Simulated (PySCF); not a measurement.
CS: one state, many levels of theory

State: ¹Σ⁺ (singlet), closed shell. Set-up: PySCF, spin-free X2C with a Gaussian nucleus, basis sets C x2c-TZVPPall, S x2c-TZVPPall. De refers to C + S in their high-spin ground configurations, without counterpoise correction. A positive dipole means C(−)S(+).

```json
{"Level": "RHF", "Re (Å)": "1.510", "ωe (cm⁻¹)": "1425", "De (eV)": "4.22", "μ (D)": "1.74"}
{"Level": "RHF-MP2", "Re (Å)": "1.537", "ωe (cm⁻¹)": "1306", "De (eV)": "7.48", "μ (D)": "n/a"}
{"Level": "RHF-SCS-MP2", "Re (Å)": "1.536", "ωe (cm⁻¹)": "1313", "De (eV)": "7.30", "μ (D)": "n/a"}
{"Level": "RHF-CCSD", "Re (Å)": "1.532", "ωe (cm⁻¹)": "1333", "De (eV)": "6.72", "μ (D)": "n/a"}
{"Level": "RHF-CCSD(T)", "Re (Å)": "1.543", "ωe (cm⁻¹)": "1278", "De (eV)": "7.12", "μ (D)": "n/a"}
{"Level": "PBE", "Re (Å)": "1.546", "ωe (cm⁻¹)": "1262", "De (eV)": "7.80", "μ (D)": "1.94"}
{"Level": "BP86", "Re (Å)": "1.547", "ωe (cm⁻¹)": "1255", "De (eV)": "7.74", "μ (D)": "1.93"}
{"Level": "r²SCAN", "Re (Å)": "1.536", "ωe (cm⁻¹)": "1302", "De (eV)": "7.32", "μ (D)": "1.95"}
{"Level": "B3LYP", "Re (Å)": "1.532", "ωe (cm⁻¹)": "1309", "De (eV)": "7.21", "μ (D)": "1.96"}
{"Level": "PBE0", "Re (Å)": "1.529", "ωe (cm⁻¹)": "1332", "De (eV)": "7.29", "μ (D)": "1.94"}
{"Level": "r²SCAN0", "Re (Å)": "1.523", "ωe (cm⁻¹)": "1353", "De (eV)": "6.91", "μ (D)": "1.94"}
{"Level": "M06-2X", "Re (Å)": "1.523", "ωe (cm⁻¹)": "1354", "De (eV)": "7.33", "μ (D)": "1.94"}
{"Level": "ωB97X-V", "Re (Å)": "1.523", "ωe (cm⁻¹)": "1367", "De (eV)": "7.28", "μ (D)": "1.95"}
```

Measured (Huber and Herzberg, Constants of Diatomic Molecules (1979)): Re = 1.534941 Å, ωe = 1285.08 cm⁻¹.

The bond length runs from 1.510 Å (RHF) to 1.547 Å (BP86). De spans 4.22 eV (RHF, mean field) to 7.80 eV (PBE, GGA). Correlation at CCSD(T) changes the Hartree–Fock bond energy by +2.90 eV; the triples alone change it by +0.40 eV.

Correlated steps freeze 6 core orbitals. Where the molecule has an RHF reference, its open-shell atoms are computed with UHF. The CCSD T1 diagnostic is raised, a sign that a single reference may not be enough here.
